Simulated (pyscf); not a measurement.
ammonia (NH₃) + H₂N–SiH: [singlet] → H₂N–SiH₂–NH₂ (insertion; singlet surface; H–N broken, N–Si, H–Si formed). PySCF, gas phase, ωB97X-D3(BJ)/def2-SVP geometries. Correlated levels are frozen-core, on RHF or UHF. ΔMP2 is the change of the MP2 total energy from the triple- to the quadruple-zeta basis. Energies in kcal/mol from the separated reactants.

```csv
level,barrier,reaction energy
PBE/def2-TZVP,…,-47.4
B3LYP-D3(BJ)/def2-TZVP,22.7,-50.2
PBE0-D3(BJ)/def2-TZVP,18.8,-52.7
ωB97M-D3(BJ)/def2-TZVP,24.8,-50.2
CCSD/def2-TZVPP,28.9,-50.2
CCSD(T)/def2-TZVPP,25.9,-49.9
CCSD(T)/def2-TZVPP + ΔMP2(QZVPP),…,…
```

**Question.** Some entries are withheld; supply them.

**Answer.** 
- PBE/def2-TZVP, barrier: 16.9
- CCSD(T)/def2-TZVPP + ΔMP2(QZVPP), barrier: 25.0
- CCSD(T)/def2-TZVPP + ΔMP2(QZVPP), reaction energy: -51.0

Of the functionals in the table, ωB97M-D3(BJ) is closest to CCSD(T)/def2-TZVPP + ΔMP2(QZVPP) in the barrier (0.1 kcal/mol apart) and PBE least close (8.1 kcal/mol); that level has limits of its own. On the reactant side the descent ends in an adduct with a N–Si contact, 15.0 kcal/mol under the separated species and 37.5 kcal/mol under the saddle at ωB97X-D3(BJ)/def2-TZVP. What is counted as formed (N–Si) is already present as a longer contact in the reactant adduct; forming that adduct is a step of its own. At ωB97X-D3(BJ) the barrier from the zero used here is 22.5 kcal/mol. The same reactants have a lower exit, to H₂N–Si:–NH₂ [singlet] + H₂ (barrier +18.8 kcal/mol at ωB97M-D3(BJ), against +24.8 kcal/mol here). This is the saddle that the search found; another between the same sides may lie lower. The CCSD(T) − MP2 part came from Ansatz, without density fitting, on the same reference.
